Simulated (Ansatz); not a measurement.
in.yaml

```yaml
crystal:
  periodic: [false, false, false]
  atoms:
    - {symbol: Si, position_ang: [0.000000, 0.000000, 0.000000]}
    - {symbol: Cl, position_ang: [0.000000, 0.000000, 1.856000]}
basis:
  gaussian: {orbitals: 6-31G}
magnetization: {spin_polarized: false, initial_magnetization: 1}
correlation: {method: sc_nevpt2, electrons: outside_noble_gas, active_space: {window: {electrons: 11, orbitals: 8}, shells: [{species: Cl, l: s, shell: 3}, {species: Cl, l: p, shell: 3}, {species: Si, l: s, shell: 3}, {species: Si, l: p, shell: 3}]}}
```

```sh
$ ansatz run in.yaml --threads 1 --pin off --events-out ev --progress --plain --max-ram 2393MiB
```

Log:

```
495 factors; integrals over basis functions are off by at most 5.7e-8 eV
mean field evaluation 1: about -20361.7199 eV, gradient 7.4e0 eV
mean field evaluation 2: about -20361.7236 eV, gradient 7.4e0 eV
mean field evaluation 4: about -20362.0668 eV, gradient 7.8e-1 eV
mean field evaluation 8: about -20362.0710 eV, gradient 6.4e-6 eV
mean field evaluation 16: about -20362.0710 eV, gradient 8.7e-6 eV
mean field -20362.07100263 eV, -748.2923074392 hartree, gradient 1.5e-6 eV, S^2 0.750000; 2 other end points of the search recorded, 0 dependent functions left out
reference -20362.07100263 eV, -748.2923074392 hartree; 16, 15 occupied and 10, 11 virtual orbitals, 495 factors
state -20362.96366200 eV, -748.3251120660 hartree
state -20362.96366200 eV, -748.3251120660 hartree; corrected -20364.00557004 eV, -748.3634014803 hartree
Total energy: -20364.00557004 eV, -748.3634014803 hartree
Checks for a lower state left out: starts, orbital_swaps
```

Natural occupations: 1.9996 1.9956 1.9868 1.9858 1.9614 1.0042 0.0450 0.0215.

For the same geometry and basis full CI lies 352.7 meV lower.

Ran on 1 thread of AMD EPYC 9R45, shared host: 0.6 s wall, 0.1 GiB peak host memory.
